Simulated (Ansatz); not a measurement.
## Scan of the Cl3–Si2–H4 angle

SiHCl2 (SMILES Cl[SiH]Cl), doublet, at its PBE0-D4/def2-TZVP minimum:

Cl1  (-1.647, 0.178, 0.889)
Si2  (0.188, -0.414, 0.200)
Cl3  (0.251, -0.281, -1.842)
H4  (1.208, 0.518, 0.752)
(Å)

The angle Cl3–Si2–H4 (108.0° at the minimum) is set to the values below, Cl3, with anything bonded beyond it, turning rigidly in the plane of the angle. Each method's energies count from its own value at the PBE0-D4 minimum structure. Ansatz 0.2.0; basis: def2-TZVPP; cores frozen in the correlated methods; orbitals are unrestricted. B3LYP uses VWN-RPA correlation.

| angle (°) | CCSD(T) (eV) | MP2 (eV) | wB97M-V (eV) | PBE-D4 (eV) | HF (eV) |
| --- | --- | --- | --- | --- | --- |
| 90.0 | 0.246 | 0.253 | 0.228 | 0.208 | 0.291 |
| 94.5 | 0.136 | 0.140 | 0.124 | 0.113 | 0.162 |
| 99.0 | 0.059 | 0.062 | 0.053 | 0.047 | 0.073 |
| 103.5 | 0.015 | 0.016 | 0.013 | 0.010 | 0.020 |
| 108.0 | 0.000 | 0.000 | 0.000 | 0.000 | 0.000 |
| 112.5 | 0.013 | 0.012 | 0.014 | 0.015 | 0.012 |
| 117.0 | 0.053 | 0.051 | 0.054 | 0.054 | 0.054 |
| 121.5 | 0.118 | 0.117 | 0.118 | 0.117 | 0.126 |
| 126.0 | 0.210 | 0.209 | 0.207 | 0.204 | 0.228 |

Minimum and curvature along this coordinate at CCSD(T): A fifth-order fit through the nearest points gives 108.1°, with a curvature of about 1.4 meV/deg².

Largest difference from the CCSD(T) curve over the scan: r2SCAN-D4 0.014; PBE0-D4 0.016; B3LYP-D4 0.018 eV. Each curve counts from its own value at the minimum.

No T1 diagnostic of these runs exceeds 0.014. ⟨S²⟩ of the unrestricted Hartree–Fock references: 0.76 (a pure state has 0.75).

For scale, one of the runs: CCSD(T)/def2-TZVPP, 140 basis functions (an equivalent command: `ansatz run in.yaml --threads 2`). Time: 30 s of wall clock on 2 CPU threads; the host was shared. Peak host memory: 1.5 GiB.
